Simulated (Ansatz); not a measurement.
## Worked example: C2H3F3 + C3H6F2 → C2H4F2 + C3H5F3

Species: C2H3F3 (1,1,2-trifluoroethane) `FCC(F)F`, singlet; C3H6F2 `CC(F)CF`, singlet; C2H4F2 (1,1-difluoroethane) `CC(F)F`, singlet; C3H5F3 (1,2,3-trifluoropropane) `FCC(F)CF`, singlet. The partners trade F for H; both sit on C, so the bond types are kept.

Shapes, held fixed at every level: PBE0-D4/def2-TZVP. Flexible molecules stand in one conformer, not always the lowest. Programs: Ansatz 0.2.0. The zero-point and thermal change to 298 K, harmonic and unscaled (PBE0-D4/def2-TZVP), is 0.0 kJ/mol.

At CCSD(T)/CBS estimate; 1 Eh = 2625.50 kJ/mol:

| species | energy (Eh) |
| --- | --- |
| C2H3F3 | -377.271383 |
| C3H6F2 | -317.346508 |
| C2H4F2 | -278.098610 |
| C3H5F3 | -416.522222 |

Task: Work out ΔH(298 K) of the reaction at this level.

Result: 
1. Products less reactants: (-278.098610) + (-416.522222) − [(-377.271383) + (-317.346508)] = -0.002941 Eh = -7.7 kJ/mol.
2. With the thermal change: -7.7 + (0.0) = -7.7 kJ/mol.

Other levels give -8.9 (r2SCAN-D4/def2-TZVPP) to -7.8 kJ/mol (HF/def2-SVP). No measured value is set beside it here. The CBS estimate extrapolates MP2 from def2-TZVPP and def2-QZVPP and adds CCSD(T) − MP2 in the triple-zeta set, cores frozen.
